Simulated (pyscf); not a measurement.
PySCF, gas phase, ωB97X-D3(BJ)/def2-SVP geometries.

Estimate by transition-state theory the rate constant of H₂N–Ga(Cl)–Cl + H• → [H₂N–Ga–Cl]• + HCl (doublet surface; Cl–Ga broken, Cl–H formed) at 298 K, with ωB97M-D3(BJ)/def2-TZVP energies (ideal gas, 1 atm, RRHO with modes under 100 cm⁻¹ raised to 100, one conformer, R ln 2 for chiral ones without a mode under 150 cm⁻¹; no tunnelling).

The electronic barrier is 15.4 kcal/mol and the thermal terms add +5.7, so ΔG‡ = 21.1 kcal/mol. With k_BT/h = 6.21e+12 s⁻¹ and RT = 0.592 kcal/mol, and a volume of 4.06e-20 cm³ per molecule at 1 atm, k = 9.2e-23 cm³ molecule⁻¹ s⁻¹. Wigner's tunnelling factor for 982i cm⁻¹ would be 1.93, likely too low at so high a frequency. A shift of 1 kcal/mol in the barrier changes k by a factor 5.4. This is the saddle that the search found; another between the same sides may lie lower. The angle at the transferred Cl is 174°. Elements up to Kr have no core potential and no relativistic terms here.
